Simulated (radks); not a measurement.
# F³⁺ in [He] 2s2 2p2: an all-electron calculation

The task here is to estimate one member of a computed series from the others.

The numbers are computed with radks (a radial shooting solver on a logarithmic mesh, Libxc functionals) version 1 (scalar-relativistic Kohn-Sham, PBE, spin-polarised, spherical densities, finite nucleus; open shells are filled with parallel spins first), except any that are marked as measured or tabulated.

### Starting point

```
element            : fluorine (Z = 9)
charge             : +3
electrons          : 6
configuration      : [He] 2s2 2p2
nuclear rms radius : 2.8976 fm
```

Outer shells as boxes (Hund's rule):

F³⁺
```
[He] core
2s [↑↓]
2p [↑ ][↑ ][  ]
```

The first run:

The run's settings:

```text
Z 9
configuration [He] 2s2 2p2 3s0 3p0 3d0
relativity scalar-relativistic
functional pbe,pbe
spin polarised
nucleus finite rms 2.8976 fm
c 137.035999084
```

Steps of the session up to this table: Self-consistent calculation.

One of the session's tables, all rows but one given; the rest of the session is left out.

It belongs to the step «Shells». Sizes of the orbitals, from the radial functions (bohr):

```
  level     <r>  outermost maximum (interpolated)  90 % within
  1s up  0.1763                             0.114        0.316
1s down  0.1758                             0.114        0.315
  2s up       ?                                 ?            ?
2s down  0.8873                             0.722         1.39
  2p up  0.8189                             0.620         1.35
2p down  0.8433                             0.631         1.40
```

Estimate the missing values for 2s up.

**Answer.** <r>: 0.8701; outermost maximum (interpolated): 0.714; 90 % within: 1.35. In the column «<r>» it lies between 2p down (0.8433) and 2s down (0.8873).

Limits of these values: Open shells are spherical and high-spin; term and fine-structure splittings are not resolved.
